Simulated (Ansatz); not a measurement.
## NbCl: from a trial structure to a relaxed crystal

Method: DFT PBE, scalar-relativistic, plane waves, PAW (Ansatz 0.2.0). Cutoff 420 eV, Γ-centred k mesh, Gaussian smearing, no spin polarisation in the final step.

The start puts NbCl on the litharge structure type (P4/nmm, No. 129), with Nb in place of Pb, Cl in place of O, at a guessed volume.

```yaml
crystal:
  lattice:
    - [4.09889, 0.00000, 0.00000]
    - [0.00000, 4.09889, 0.00000]
    - [0.00000, 0.00000, 5.17931]
  atoms:
    - { symbol: Nb, position: [0.00000, 0.50000, 0.23510] }
    - { symbol: Nb, position: [0.50000, 0.00000, 0.76490] }
    - { symbol: Cl, position: [0.00000, 0.00000, 0.00000] }
    - { symbol: Cl, position: [0.50000, 0.50000, 0.00000] }
```

Cell and atoms relax at zero pressure; the relaxation can't lower the symmetry of the start. After a coarse first stage the cell is made exact in the group found at 0.06 Å.

Energies over the elements count from the elements' standard structures at the same level (Cl₂ as a molecule), with no empirical corrections.

(1) What does it relax into?

(2) What are its volume, energy, density and gap?

## Answers

(1) It keeps P4/nmm (No. 129), but not the shape of the type it started on. Conventional cell: a = 3.886 Å, c = 4.911 Å. Around Nb lie 4 Cl at 2.62 Å and 4 Nb at 3.07 Å; Cl has 4 Nb at 2.62 Å and 4 Cl at 2.75 Å.

Space group P4/nmm:1 (No. 129). a = 3.886 Å, b = 3.886 Å, c = 4.911 Å, α = 90.00°, β = 90.00°, γ = 90.00°
```
atom site symmetry x y z
  Nb    2c       4mm  0.0000  0.5000  0.3594
  Cl    2a      -4m2  0.0000  0.0000  0.0000
```

(2) The volume per atom is 18.54 Å³, the density is 5.75 g/cm³ and the energy over the elements is 0.13 eV/atom. The gap on the 12×12×10 mesh is 0 eV (a metal).

The final run used a 12×12×10 mesh on its 4-atom cell and 0.10 eV smearing. The k mesh leaves about 4 meV/atom of noise in metals. Symmetry constrained the relaxation, so the result can be a saddle point. The steps took of the order of 60 core-seconds in all.

Cost: 3 runs of about 1 core-minutes in all, on Intel Xeon 6975P-C (Granite Rapids) (shared hosts).